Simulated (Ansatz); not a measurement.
**Worked example: the enthalpy of C2H6O → C2H5O + H**

Species: C2H6O (ethanol) `CCO`, singlet; C2H5O (ethoxy radical) `CC[O]`, doublet; H atom, doublet. 

Shapes, held fixed at every level: PBE0-D4/def2-TZVP. Flexible molecules stand in one conformer, not always the lowest. Programs: Ansatz 0.2.0. The zero-point and thermal terms to 298 K, harmonic and unscaled (5/2 RT less the spin-orbit lowering for atoms, PBE0-D4/def2-TZVP), stand in the table.

At r2SCAN0-D4/def2-TZVPP; 1 Eh = 2625.50 kJ/mol:

```
species  energy (Eh)  H(298 K) − E (kJ/mol)  tabulated ΔfH (kJ/mol)
  C2H6O  -154.997949                  224.2                  -234.6
  C2H5O  -154.330124                  183.3                   -11.5
      H    -0.499870                    6.2                  +218.0
```

Problem. Work out the reaction enthalpy at 298 K from the calculation and from the table of heats.

Solution. 
1. Electronic: (-154.330124) + (-0.499870) − [(-154.997949)] = 0.167955 Eh = +441.0 kJ/mol.
2. Zero-point and thermal: (183.3) + (6.2) − [(224.2)] = -34.7 kJ/mol.
3. Computed ΔH = +406.3 kJ/mol.
4. From the heats of formation (Active Thermochemical Tables, tabulated atomic heats): (-11.5) + (218.0) − [(-234.6)] = +441.1 kJ/mol.
5. Computed less tabulated: -34.8 kJ/mol. Tabulated heats carry uncertainties of their own.

Open shells run unrestricted unless RO is named.
